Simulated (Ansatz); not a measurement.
## Nudged elastic band run: FH$_{7}$OSi

input.yaml

```yaml
crystal:
  periodic: [false, false, false]
  atoms:
    - { symbol: Si, position_ang: [-1.144077, 0.156191, 0.736852] }
    - { symbol: H, position_ang: [0.115649, -0.527101, 1.23177] }
    - { symbol: H, position_ang: [-1.484547, -0.291569, -0.652574] }
    - { symbol: H, position_ang: [-1.032229, 1.638008, 0.892037] }
    - { symbol: H, position_ang: [-2.226053, -0.357633, 1.653924] }
    - { symbol: H, position_ang: [1.499888, 0.204144, -0.9368] }
    - { symbol: O, position_ang: [0.989604, 1.044156, -0.963101] }
    - { symbol: H, position_ang: [1.018758, -1.329848, 0.261347] }
    - { symbol: F, position_ang: [1.686757, -1.551458, -0.377634] }
    - { symbol: H, position_ang: [0.576349, 1.015108, -1.845922] }
basis:
  gaussian: { orbitals: def2-SVP }
hamiltonian:
  xc: pbe
  dispersion: d4
neb:
  order_check: false
  images: 7
  f_tol: 0.05
  max_iterations: 60
  optimiser: fire
  climbing: true
  final_atoms:
    - { symbol: Si, position_ang: [-1.09850045, 0.72040537, 0.51013169] }
    - { symbol: H, position_ang: [0.8524856, -1.88190452, -1.78508982] }
    - { symbol: H, position_ang: [-1.5913596, -0.65250866, 0.15716526] }
    - { symbol: H, position_ang: [-2.07864689, 1.74637582, 0.01087357] }
    - { symbol: H, position_ang: [-0.88867278, 0.86257808, 1.98137377] }
    - { symbol: H, position_ang: [1.33851784, -0.12865623, 0.53066398] }
    - { symbol: O, position_ang: [0.43948245, 1.03269567, -0.18403131] }
    - { symbol: H, position_ang: [1.03441071, -1.70430891, -1.05664726] }
    - { symbol: F, position_ang: [1.51699315, -0.95299837, 0.99114972] }
    - { symbol: H, position_ang: [0.47538897, 0.95831974, -1.1556906] }
  initial_path:
    images:
      - { positions_ang: [[-1.144077, 0.156191, 0.736852], [0.115649, -0.527101, 1.23177], [-1.484547, -0.291569, -0.652574], [-1.032229, 1.638008, 0.892037], [-2.226053, -0.357633, 1.653924], [1.499888, 0.204144, -0.9368], [0.989604, 1.044156, -0.963101], [1.018758, -1.329848, 0.261347], [1.686757, -1.551458, -0.377634], [0.576349, 1.015108, -1.845922]] }
      - { positions_ang: [[-1.12218263, 0.1956145, 0.65712103], [0.05650329, -0.72300633, 1.05278269], [-1.55883751, -0.32182449, -0.64653013], [-1.18574454, 1.64635466, 0.72754848], [-1.86401716, -0.18492425, 1.70254602], [1.4970646, 0.13918768, -0.81644969], [0.9183728, 1.01941885, -0.83595819], [0.96249739, -1.36464649, 0.24660471], [1.72870027, -1.46173646, -0.36186348], [0.5677425, 1.05556033, -1.72590244]] }
      - { positions_ang: [[-1.10028827, 0.235038, 0.57739006], [-0.00264242, -0.91891166, 0.87379537], [-1.63312802, -0.35207997, -0.64048626], [-1.33926008, 1.65470132, 0.56305996], [-1.50198133, -0.0122155, 1.75116804], [1.49424119, 0.07423135, -0.69609938], [0.8471416, 0.9946817, -0.70881538], [0.90623677, -1.39944498, 0.23186243], [1.77064355, -1.37201493, -0.34609297], [0.559136, 1.09601267, -1.60588287]] }
      - { positions_ang: [[-1.0783939, 0.2744615, 0.49765909], [-0.06178813, -1.11481699, 0.69480806], [-1.70741853, -0.38233546, -0.63444239], [-1.49277561, 1.66304798, 0.39857144], [-1.13994549, 0.16049326, 1.79979006], [1.49141779, 0.00927503, -0.57574908], [0.77591039, 0.96994454, -0.58167257], [0.84997616, -1.43424347, 0.21712014], [1.81258682, -1.28229339, -0.33032245], [0.5505295, 1.136465, -1.48586331]] }
      - { positions_ang: [[-1.05649953, 0.313885, 0.41792813], [-0.12093384, -1.31072232, 0.51582074], [-1.78170904, -0.41259094, -0.62839852], [-1.64629115, 1.67139464, 0.23408293], [-0.77790966, 0.33320201, 1.84841208], [1.48859438, -0.05568129, -0.45539877], [0.70467919, 0.94520739, -0.45452976], [0.79371555, -1.46904196, 0.20237786], [1.8545301, -1.19257186, -0.31455193], [0.541923, 1.17691733, -1.36584375]] }
      - { positions_ang: [[-1.06699976, 0.41551509, 0.44097902], [0.12242102, -1.45351787, -0.0594069], [-1.73412168, -0.47257037, -0.43200757], [-1.75438009, 1.69013994, 0.17828059], [-0.80560044, 0.46554603, 1.8816525], [1.45107525, -0.07392502, -0.20888308], [0.63838001, 0.96707946, -0.38690515], [0.85388934, -1.5278587, -0.11237842], [1.77014586, -1.13267849, 0.01187348], [0.52528949, 1.12226793, -1.31330546]] }
      - { positions_ang: [[-1.07749999, 0.51714518, 0.46402991], [0.36577588, -1.59631342, -0.63463454], [-1.68653432, -0.5325498, -0.23561663], [-1.86246902, 1.70888523, 0.12247825], [-0.83329122, 0.59789005, 1.91489292], [1.41355611, -0.09216876, 0.03763261], [0.57208082, 0.98895153, -0.31928054], [0.91406313, -1.58667544, -0.4271347], [1.68576162, -1.07278512, 0.33829889], [0.50865599, 1.06761854, -1.26076717]] }
      - { positions_ang: [[-1.08800022, 0.61877528, 0.4870808], [0.60913074, -1.73910897, -1.20986218], [-1.63894696, -0.59252923, -0.03922568], [-1.97055795, 1.72763053, 0.06667591], [-0.860982, 0.73023407, 1.94813335], [1.37603698, -0.11041249, 0.2841483], [0.50578163, 1.0108236, -0.25165592], [0.97423692, -1.64549217, -0.74189098], [1.60137739, -1.01289175, 0.6647243], [0.49202248, 1.01296914, -1.20822889]] }
      - { positions_ang: [[-1.09850045, 0.72040537, 0.51013169], [0.8524856, -1.88190452, -1.78508982], [-1.5913596, -0.65250866, 0.15716526], [-2.07864689, 1.74637582, 0.01087357], [-0.88867278, 0.86257808, 1.98137377], [1.33851784, -0.12865623, 0.53066398], [0.43948245, 1.03269567, -0.18403131], [1.03441071, -1.70430891, -1.05664726], [1.51699315, -0.95299837, 0.99114972], [0.47538897, 0.95831974, -1.1556906]] }
```

Launched with:

```bash
$ ansatz run input.yaml --threads 2 --pin off --max-ram 3072MiB --backend cpu --events-out ev --progress --plain --runs-dir out
```

Output, in part (warnings, iteration lines):

```
NEB end point (image 0): max|allowed force component| = 1.635e-2 eV/Å (the criterion of neb.relax_end_points is 1.000e-2)
NEB end point (image 8): max|allowed force component| = 2.625e-2 eV/Å (the criterion of neb.relax_end_points is 1.000e-2)
NEB iter   1: max|band force component| = 1.455e1 eV/Å  barrier→ = 3.3585 eV  barrier← = 3.9515 eV  Δτ_max = 0.2000 Å  (228 SCF iters)
NEB iter   2: max|band force component| = 3.852e0 eV/Å  barrier→ = 1.6425 eV  barrier← = 2.2356 eV  Δτ_max = 0.0644 Å  (210 SCF iters)
NEB iter   3: max|band force component| = 2.380e0 eV/Å  barrier→ = 1.2647 eV  barrier← = 1.8578 eV  Δτ_max = 0.1090 Å  (202 SCF iters)
NEB iter   4: max|band force component| = 1.688e0 eV/Å  barrier→ = 1.1078 eV  barrier← = 1.7009 eV  Δτ_max = 0.0276 Å  (200 SCF iters)
NEB iter   5: max|band force component| = 1.412e0 eV/Å  barrier→ = 1.0745 eV  barrier← = 1.6676 eV  Δτ_max = 0.0508 Å  (201 SCF iters)
NEB iter   6: max|band force component| = 1.529e0 eV/Å  barrier→ = 1.0392 eV  barrier← = 1.6323 eV  Δτ_max = 0.0223 Å  (200 SCF iters)
NEB iter   7: max|band force component| = 1.083e0 eV/Å  barrier→ = 1.0191 eV  barrier← = 1.6121 eV  Δτ_max = 0.0386 Å  (199 SCF iters)
NEB iter   8: max|band force component| = 1.061e0 eV/Å  barrier→ = 0.9971 eV  barrier← = 1.5902 eV  Δτ_max = 0.0179 Å  (197 SCF iters)
NEB iter   9: max|band force component| = 8.021e-1 eV/Å  barrier→ = 0.9839 eV  barrier← = 1.5770 eV  Δτ_max = 0.0261 Å  (201 SCF iters)
NEB iter  10: max|band force component| = 1.057e0 eV/Å  barrier→ = 0.9698 eV  barrier← = 1.5628 eV  Δτ_max = 0.0170 Å  (203 SCF iters)
NEB iter  11: max|band force component| = 6.280e-1 eV/Å  barrier→ = 0.9594 eV  barrier← = 1.5525 eV  Δτ_max = 0.0235 Å  (198 SCF iters)
NEB iter  12: max|band force component| = 9.504e-1 eV/Å  barrier→ = 0.9500 eV  barrier← = 1.5431 eV  Δτ_max = 0.0153 Å  (198 SCF iters)
NEB iter  13: max|band force component| = 5.488e-1 eV/Å  barrier→ = 0.9421 eV  barrier← = 1.5352 eV  Δτ_max = 0.0087 Å  (199 SCF iters)
NEB iter  14: max|band force component| = 5.081e-1 eV/Å  barrier→ = 0.9368 eV  barrier← = 1.5299 eV  Δτ_max = 0.0170 Å  (204 SCF iters)
NEB iter  15: max|band force component| = 4.612e-1 eV/Å  barrier→ = 0.9291 eV  barrier← = 1.5222 eV  CI = image 3  Δτ_max = 0.0242 Å  (201 SCF iters)
NEB iter  16: max|band force component| = 4.314e-1 eV/Å  barrier→ = 0.9165 eV  barrier← = 1.5096 eV  CI = image 3  Δτ_max = 0.0305 Å  (200 SCF iters)
NEB iter  17: max|band force component| = 4.168e-1 eV/Å  barrier→ = 0.9037 eV  barrier← = 1.4968 eV  CI = image 3  Δτ_max = 0.0351 Å  (195 SCF iters)
NEB iter  18: max|band force component| = 3.439e-1 eV/Å  barrier→ = 0.8895 eV  barrier← = 1.4826 eV  CI = image 3  Δτ_max = 0.0403 Å  (196 SCF iters)
NEB iter  19: max|band force component| = 2.949e-1 eV/Å  barrier→ = 0.8772 eV  barrier← = 1.4702 eV  CI = image 3  Δτ_max = 0.0497 Å  (194 SCF iters)
NEB iter  20: max|band force component| = 4.240e-1 eV/Å  barrier→ = 0.8663 eV  barrier← = 1.4593 eV  CI = image 3  Δτ_max = 0.0578 Å  (193 SCF iters)
NEB iter  21: max|band force component| = 4.646e-1 eV/Å  barrier→ = 0.8557 eV  barrier← = 1.4488 eV  CI = image 3  Δτ_max = 0.0101 Å  (193 SCF iters)
NEB iter  22: max|band force component| = 5.287e-1 eV/Å  barrier→ = 0.8546 eV  barrier← = 1.4477 eV  CI = image 3  Δτ_max = 0.0030 Å  (200 SCF iters)
NEB iter  23: max|band force component| = 2.553e-1 eV/Å  barrier→ = 0.8530 eV  barrier← = 1.4460 eV  CI = image 3  Δτ_max = 0.0044 Å  (171 SCF iters)
NEB iter  24: max|band force component| = 2.166e-1 eV/Å  barrier→ = 0.8520 eV  barrier← = 1.4451 eV  CI = image 3  Δτ_max = 0.0012 Å  (195 SCF iters)
NEB iter  25: max|band force component| = 1.888e-1 eV/Å  barrier→ = 0.8515 eV  barrier← = 1.4446 eV  CI = image 3  Δτ_max = 0.0022 Å  (130 SCF iters)
NEB iter  26: max|band force component| = 1.818e-1 eV/Å  barrier→ = 0.8509 eV  barrier← = 1.4439 eV  CI = image 3  Δτ_max = 0.0033 Å  (149 SCF iters)
NEB iter  27: max|band force component| = 1.813e-1 eV/Å  barrier→ = 0.8499 eV  barrier← = 1.4430 eV  CI = image 3  Δτ_max = 0.0043 Å  (143 SCF iters)
NEB iter  28: max|band force component| = 1.797e-1 eV/Å  barrier→ = 0.8486 eV  barrier← = 1.4417 eV  CI = image 3  Δτ_max = 0.0054 Å  (145 SCF iters)
NEB iter  29: max|band force component| = 1.772e-1 eV/Å  barrier→ = 0.8471 eV  barrier← = 1.4401 eV  CI = image 3  Δτ_max = 0.0065 Å  (150 SCF iters)
NEB iter  30: max|band force component| = 1.835e-1 eV/Å  barrier→ = 0.8454 eV  barrier← = 1.4384 eV  CI = image 3  Δτ_max = 0.0083 Å  (152 SCF iters)
NEB iter  31: max|band force component| = 1.814e-1 eV/Å  barrier→ = 0.8432 eV  barrier← = 1.4363 eV  CI = image 3  Δτ_max = 0.0106 Å  (164 SCF iters)
NEB iter  32: max|band force component| = 1.668e-1 eV/Å  barrier→ = 0.8406 eV  barrier← = 1.4337 eV  CI = image 3  Δτ_max = 0.0135 Å  (174 SCF iters)
NEB iter  33: max|band force component| = 1.660e-1 eV/Å  barrier→ = 0.8376 eV  barrier← = 1.4307 eV  CI = image 3  Δτ_max = 0.0169 Å  (172 SCF iters)
NEB iter  34: max|band force component| = 1.506e-1 eV/Å  barrier→ = 0.8340 eV  barrier← = 1.4270 eV  CI = image 3  Δτ_max = 0.0210 Å  (185 SCF iters)
NEB iter  35: max|band force component| = 1.423e-1 eV/Å  barrier→ = 0.8298 eV  barrier← = 1.4229 eV  CI = image 3  Δτ_max = 0.0254 Å  (192 SCF iters)
NEB iter  36: max|band force component| = 1.696e-1 eV/Å  barrier→ = 0.8250 eV  barrier← = 1.4181 eV  CI = image 3  Δτ_max = 0.0306 Å  (197 SCF iters)
NEB iter  37: max|band force component| = 1.243e-1 eV/Å  barrier→ = 0.8196 eV  barrier← = 1.4127 eV  CI = image 3  Δτ_max = 0.0362 Å  (196 SCF iters)
NEB iter  38: max|band force component| = 1.563e-1 eV/Å  barrier→ = 0.8141 eV  barrier← = 1.4071 eV  CI = image 3  Δτ_max = 0.0423 Å  (193 SCF iters)
NEB iter  39: max|band force component| = 3.760e-1 eV/Å  barrier→ = 0.8088 eV  barrier← = 1.4019 eV  CI = image 3  Δτ_max = 0.0166 Å  (196 SCF iters)
NEB iter  40: max|band force component| = 7.930e-1 eV/Å  barrier→ = 0.8085 eV  barrier← = 1.4016 eV  CI = image 3  Δτ_max = 0.0087 Å  (167 SCF iters)
NEB iter  41: max|band force component| = 2.132e-1 eV/Å  barrier→ = 0.8084 eV  barrier← = 1.4015 eV  CI = image 3  Δτ_max = 0.0104 Å  (152 SCF iters)
NEB iter  42: max|band force component| = 5.910e-1 eV/Å  barrier→ = 0.8083 eV  barrier← = 1.4013 eV  CI = image 3  Δτ_max = 0.0016 Å  (155 SCF iters)
NEB iter  43: max|band force component| = 4.619e-1 eV/Å  barrier→ = 0.8082 eV  barrier← = 1.4013 eV  CI = image 3  Δτ_max = 0.0029 Å  (127 SCF iters)
NEB iter  44: max|band force component| = 2.390e-1 eV/Å  barrier→ = 0.8082 eV  barrier← = 1.4012 eV  CI = image 3  Δτ_max = 0.0036 Å  (140 SCF iters)
NEB iter  45: max|band force component| = 9.469e-2 eV/Å  barrier→ = 0.8081 eV  barrier← = 1.4012 eV  CI = image 3  Δτ_max = 0.0033 Å  (141 SCF iters)
NEB iter  46: max|band force component| = 2.513e-1 eV/Å  barrier→ = 0.8080 eV  barrier← = 1.4011 eV  CI = image 3  Δτ_max = 0.0002 Å  (142 SCF iters)
NEB iter  47: max|band force component| = 2.398e-1 eV/Å  barrier→ = 0.8080 eV  barrier← = 1.4011 eV  CI = image 3  Δτ_max = 0.0003 Å  (113 SCF iters)
NEB iter  48: max|band force component| = 2.171e-1 eV/Å  barrier→ = 0.8080 eV  barrier← = 1.4011 eV  CI = image 3  Δτ_max = 0.0004 Å  (116 SCF iters)
NEB iter  49: max|band force component| = 1.845e-1 eV/Å  barrier→ = 0.8080 eV  barrier← = 1.4011 eV  CI = image 3  Δτ_max = 0.0005 Å  (119 SCF iters)
NEB iter  50: max|band force component| = 1.434e-1 eV/Å  barrier→ = 0.8080 eV  barrier← = 1.4010 eV  CI = image 3  Δτ_max = 0.0006 Å  (121 SCF iters)
NEB iter  51: max|band force component| = 1.063e-1 eV/Å  barrier→ = 0.8079 eV  barrier← = 1.4010 eV  CI = image 3  Δτ_max = 0.0007 Å  (121 SCF iters)
NEB iter  52: max|band force component| = 1.008e-1 eV/Å  barrier→ = 0.8079 eV  barrier← = 1.4010 eV  CI = image 3  Δτ_max = 0.0007 Å  (121 SCF iters)
NEB iter  53: max|band force component| = 9.495e-2 eV/Å  barrier→ = 0.8079 eV  barrier← = 1.4009 eV  CI = image 3  Δτ_max = 0.0007 Å  (122 SCF iters)
NEB iter  54: max|band force component| = 9.872e-2 eV/Å  barrier→ = 0.8078 eV  barrier← = 1.4009 eV  CI = image 3  Δτ_max = 0.0001 Å  (126 SCF iters)
NEB iter  55: max|band force component| = 9.677e-2 eV/Å  barrier→ = 0.8078 eV  barrier← = 1.4009 eV  CI = image 3  Δτ_max = 0.0002 Å  (114 SCF iters)
NEB iter  56: max|band force component| = 9.302e-2 eV/Å  barrier→ = 0.8078 eV  barrier← = 1.4009 eV  CI = image 3  Δτ_max = 0.0002 Å  (115 SCF iters)
NEB iter  57: max|band force component| = 9.148e-2 eV/Å  barrier→ = 0.8078 eV  barrier← = 1.4009 eV  CI = image 3  Δτ_max = 0.0003 Å  (119 SCF iters)
NEB iter  58: max|band force component| = 9.279e-2 eV/Å  barrier→ = 0.8078 eV  barrier← = 1.4008 eV  CI = image 3  Δτ_max = 0.0004 Å  (119 SCF iters)
NEB iter  59: max|band force component| = 9.416e-2 eV/Å  barrier→ = 0.8077 eV  barrier← = 1.4008 eV  CI = image 3  Δτ_max = 0.0005 Å  (121 SCF iters)
NEB iter  60: max|band force component| = 9.542e-2 eV/Å  barrier→ = 0.8077 eV  barrier← = 1.4008 eV  CI = image 3  Δτ_max = 0.0006 Å  (122 SCF iters)
Error: NEB band did not converge after 60 iterations: max|band force component| = 9.54e-2 eV/Å (threshold 5.0e-2); raise `neb.max_iterations` in a new run, which can start from the last band evaluated (`neb.initial_path`, with `crystal.atoms` and `neb.final_atoms` set to its first and last images), …
```

It did not converge within its limit. The band didn't meet its force threshold, so its energies are provisional: the largest band force was still 0.10 eV/Å, and over the last iterations the top stayed at 0.81 eV. The orbitals stay closed-shell, which can raise the energy where a bond breaks towards radicals; this wasn't checked here.

Final band (atoms are numbered from 1 in the order of the input):

```csv
image,path coordinate (Å),energy (kJ/mol),Si1–H2 (Å),H6–O7 (Å),H8–F9 (Å)
0,0.00,0.0,1.52,0.98,0.95
1,0.84,14.7,1.52,0.98,0.95
2,1.69,53.5,1.55,1.00,0.97
3,2.55,77.9,1.72,1.07,1.11
4,3.55,-32.7,2.46,1.55,1.86
5,4.56,-47.7,2.91,1.64,2.12
6,5.57,-49.2,3.18,1.64,2.15
7,6.57,-53.7,3.50,1.64,2.15
8,7.56,-57.2,3.98,1.63,2.23
```

Time of the run: 6.8 min on 2 threads of Arm Neoverse V1, with other jobs on the host, peak memory 0.11 GiB.
